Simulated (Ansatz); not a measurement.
## Abstraction of F: C4H9F + CF3 → C4H9 + CF4

Species: C4H9F `CCC(C)F`, singlet; CF3 (trifluoromethyl radical) `F[C](F)F`, doublet; C4H9 (2-butyl radical) `C[CH]CC`, doublet; CF4 (tetrafluoromethane) `FC(F)(F)F`, singlet. A radical takes F: the energy is the difference in strength between two C–F bonds in different surroundings.

Shapes, held fixed at every level: PBE0-D4/def2-TZVP. Flexible molecules stand in one conformer, not always the lowest. Programs: Ansatz 0.2.0. The zero-point and thermal change to 298 K, harmonic and unscaled (PBE0-D4/def2-TZVP), is -6.3 kJ/mol.

```csv
level,kind,ΔH(298 K) (kJ/mol),less CCSD(T)/CBS estimate,CPU time (sum over the molecules)
HF/def2-TZVPP,Hartree–Fock,-71.6,-9.9,–
PBE-D4/def2-TZVPP,GGA,-55.8,+5.9,35 s
B3LYP-D4/def2-TZVPP,global hybrid,-56.3,+5.4,58 s
wB97M-V/def2-TZVPP,range-separated hybrid,-66.2,-4.5,2.3 min
wB97X-V/def2-TZVPP,range-separated hybrid,-59.0,+2.7,99 s
MP2/def2-SVP,perturbation theory,-76.5,-14.8,–
CCSD(T)/def2-SVP,coupled cluster or CI,-76.8,-15.1,1.8 min
CCSD(T)/CBS estimate,coupled cluster or CI,-61.7,0.0,2.1 h
```

The highest level, CCSD(T)/CBS estimate, gives ΔH(298 K) = -61.7 kJ/mol; the levels span -76.8 to -55.8. The column of differences is taken from that level and isn't an error. No measured value is set beside it here. Open shells run unrestricted unless RO is named. The CBS estimate extrapolates MP2 from def2-TZVPP and def2-QZVPP and adds CCSD(T) − MP2 in the triple-zeta set, cores frozen. Times are processor times on shared x86 and Arm servers, and rough.
